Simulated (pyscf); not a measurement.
Elementary routes open to F–GeH₂–F (SMILES [F][GeH2][F]) + H₂O (SMILES O) in the gas phase (singlet surface):
A. HO–GeH(F)–F (SMILES [OH][GeH]([F])[F]) + H₂ (SMILES [H][H]) (Ge–H, H–O broken; Ge–O, H–H formed)
B. HF (SMILES F) + HO–GeH₂–F (SMILES [OH][GeH2][F]) (F–Ge, H–O broken; F–H, Ge–O formed)

Structures and frequencies: ωB97X-D3(BJ)/def2-SVP in PySCF.

**Question.** Rank the routes by free-energy barrier at 900 K, lowest first, for ωB97M-D3(BJ)/def2-TZVP energies (ideal gas, 1 atm, RRHO with modes under 100 cm⁻¹ raised to 100, one conformer, R ln 2 for chiral ones without a mode under 150 cm⁻¹).

**Answer.** B (1.89 eV), A (2.85 eV)

Route B is the fastest of these, ahead of the next by 0.96 eV. The most stable products are those of A (ΔG = -0.31 eV), whose barrier is 0.96 eV higher: the kinetic and the thermodynamic product differ. At 298 K B is still the fastest. A: On the reactant side the descent ends in a complex (not fully relaxed), 0.33 eV under the separated species and 1.91 eV under the saddle at ωB97X-D3(BJ)/def2-TZVP. B: On the reactant side the descent ends in a complex, 0.26 eV under the separated species and 0.75 eV under the saddle at ωB97X-D3(BJ)/def2-TZVP. On the product side the descent ends in a bound adduct, 0.37 eV under the separated species and 0.56 eV under the saddle at ωB97X-D3(BJ)/def2-TZVP. Only these routes are compared; each barrier is that of the saddle found, and lower ones may exist. Elements up to Kr have no core potential and no relativistic terms here.
